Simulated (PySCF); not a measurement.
## O–H bond dissociation enthalpy (kJ/mol), weakest such bond computed

Level of theory: M06-2X/def2-TZVP single points in PySCF, grid level 3; every species was optimised with PBE0-D3(BJ)/def2-SVP. Enthalpies at 298.15 K use unscaled PBE0-D3(BJ)/def2-SVP harmonic frequencies.

| molecule | value | site or products |
| --- | --- | --- |
| hydrogen peroxide, `OO` (H2O2) | 353 | `[O]O` + H• |
| `N#CO` (CHNO) | 358 | `N#C[O]` + H• |
| cyclopropanol, `OC1CC1` (C3H6O) | 383 | `[O]C1CC1` + H• |
| methylboronic acid, `CB(O)O` (CH5BO2) | 465 | `CB([O])O` + H• |
| sulfuric acid, `O=S(=O)(O)O` (H2O4S) | 467 | `[O]S(=O)(=O)O` + H• |
| `O[SiH2][SiH3]` (H6OSi2) | 467 | `[O][SiH2][SiH3]` + H• |
| boric acid, `OB(O)O` (BH3O3) | 475 | `[O]B(O)O` + H• |
| water, `O` (H2O) | 485 | OH• + H• |
| monosilicic acid, `O[Si](O)(O)O` (H4O4Si) | 505 | `[O][Si](O)(O)O` + H• |

Gas phase, one low conformer a species, no spin-orbit coupling; the best conformer of a species may have been missed, which can turn small differences round.
